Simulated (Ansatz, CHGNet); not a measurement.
For zinc-blende CuI, the machine-learned potential CHGNet 0.3.0 (trained on PBE and PBE+U data) gives:

```
Quantity                            Value
-------------------------------  --------
lattice parameter a               6.055 Å
zone-centre TO phonon frequency  142 cm⁻¹
elastic constant C11             59.8 GPa
elastic constant C44             10.8 GPa
Voigt–Reuss–Hill shear modulus   8.68 GPa
```

Task: What does r²SCAN (plane waves, PAW; Ansatz, a quantum-chemistry and plane-wave program) give for the same quantities?

Result: 
- lattice constant a: 6.023 Å (decreases by 0.5 %)
- zone-centre TO phonon frequency: 130 cm⁻¹ (drops by 8.5 %)
- elastic constant C11: 55.9 GPa (drops by 6.5 %)
- elastic constant C44: 22.8 GPa (grows by 110 %)
- Voigt–Reuss–Hill shear modulus: 15.8 GPa (increases by 82 %)

For comparison: lattice constant a 6.053 ± 0.003 Å (measured, temperature not stated, not corrected to a static lattice, our sources range from 6.044 to 6.054; as tabulated in arXiv:2305.18931); zone-centre TO phonon frequency 132 cm⁻¹ (measured, 9 K, zero-point motion not removed, Raman; as tabulated in arXiv:2305.18931).

Changes are worked out from the printed values.

Unless a cell is named, each level is at its own relaxed cell (CHGNet 0.3.0 27.74, r²SCAN 27.31 Å³/atom).

Ansatz's density-functional and Hartree–Fock values are scalar-relativistic unless marked +SOC, with PAW data made under PBE.
